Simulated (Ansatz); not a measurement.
Geometry optimisation, UKS B3LYP/STO-3G in Ansatz 0.2.0.

input.yaml

```yaml
crystal:
  periodic: [false, false, false]
  atoms:
    - { symbol: Al, position_ang: [-1.3715, 0.2618, -0.7382] }
    - { symbol: S, position_ang: [-0.894, -1.005, 1.0218] }
    - { symbol: Al, position_ang: [1.2664, -0.4367, 0.8519] }
    - { symbol: H, position_ang: [-1.2977, -0.2849, -2.2316] }
    - { symbol: H, position_ang: [-1.7978, 1.8338, -0.5402] }
    - { symbol: H, position_ang: [1.8505, 0.8566, 1.6453] }
    - { symbol: H, position_ang: [2.3055, -1.2936, -0.0549] }
magnetization:
  spin_polarized: true
basis:
  gaussian: { orbitals: STO-3G }
hamiltonian:
  xc: b3lyp
relax:
  f_tol: 0.02
  max_steps: 40
```

Command:

```bash
$ ansatz run input.yaml --threads 1 --pin off --max-ram 2048MiB --backend cpu --events-out ev --progress --plain --runs-dir out
```

Where does it end, and by what steps?

The run converged. Limits of this set-up: minimal basis. After 14 steps the energy has fallen by 1.335 eV; S2 moved furthest, 1.56 Å.

```csv
step,energy less start (eV),largest force component (eV/Å),accepted
0,0.0000,2.277,yes
1,-0.7401,1.155,yes
2,-0.8197,0.161,yes
3,-0.8232,0.059,yes
4,-0.8441,0.171,yes
5,-0.8694,0.214,yes
6,-0.9233,0.496,yes
7,-1.0055,0.635,yes
8,-1.1077,0.476,yes
9,-1.2065,0.360,yes
10,-1.2292,0.532,yes
11,-1.3158,0.106,yes
12,-1.3329,0.059,yes
13,-1.3330,0.170,yes
14,-1.3352,0.004,yes
```

```xyz
7
Properties=species:S:1:pos:R:3
Al -1.401 0.370 -0.771
S -0.532 0.511 1.134
Al 1.367 -0.340 0.866
H -0.648 -0.232 -1.921
H -2.796 0.893 -0.938
H 2.278 -0.394 2.055
H 1.793 -0.877 -0.470
```

Whether the end is a true minimum wasn't checked by a vibrational analysis.

Time of the run: 26 s on 1 thread of Arm Neoverse V2, with other jobs on the host, peak memory 0.12 GiB.
